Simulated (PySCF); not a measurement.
Compound: C3H2Cl (doublet state).
Atom-mapped SMILES: `[C:1]#[C:2][CH2:3][Cl:4]` (hydrogens: H5, H6 on C3)

Theory: UKS B3LYP, pcH-1 on C Cl H, non-relativistic, mean-field spin-orbit, GIAO in PySCF. Isolated species at its GFN2-xTB geometry, gas phase. A GFN2-xTB geometry isn't a minimum of the functional, and hyperfine couplings can be far from their values at a DFT geometry.

Question: What are g_iso and the isotropic 13C coupling of C1?

Answer: g_iso = 2.00220 and a = +1083.88 MHz, or +38.678 mT (Mulliken spin population +1.19). 13C makes up about 1.07 % of the natural element, so this concerns labelled samples or satellites.

Question: For one electron spin and this one nucleus (I = 1/2, g_N = 1.4048), compare first-order, second-order and exact resonance fields at 3.594 GHz.

Answer: B0 = hν/(g μB) = 128.251 mT and a/B0 = 0.3016. B(1) = B0 − a·mI, B(2) = B(1) − a²[I(I+1) − mI²]/(2B0); the exact values solve the Breit–Rabi equation, nuclear Zeeman term included.

| mI | first order (mT) | second order (mT) | exact (mT) | exact − first order |
| --- | --- | --- | --- | --- |
| −1/2 | 147.589 | 144.673 | 145.056 | -2.533 |
| +1/2 | 108.912 | 105.995 | 105.479 | -3.433 |

Question: What g and a would be read from the two outer exact lines by first-order rules?

Answer: Their midpoint, 125.268 mT, gives an apparent g of 2.04988 (true 2.00220), and their distance over 2I an apparent |a| of 39.577 mT (true 38.678).

Question: What levels remain at zero field?

Answer: F = I ± 1/2 = 1 and 0, at a·I/2 = +271.0 MHz and −a(I+1)/2 = -812.9 MHz, that is |a|(I + 1/2) = 1083.9 MHz apart; F = 0 lies lower.

Other couplings of abundant isotopes, left aside here: 2 × 1H 14 MHz, 1 × 35Cl 4 MHz.

Nuclei that the bonding pattern makes equivalent are averaged, as if the motion that swaps them (rotation, inversion, ring flip) were fast.

On an Arm Neoverse N1 with one thread, no GPU, shared host with 64 logical CPUs at a one-minute load of 54, this took 47 s of wall time (grids of density and orbitals included) and 0.42 GiB of memory at its peak.
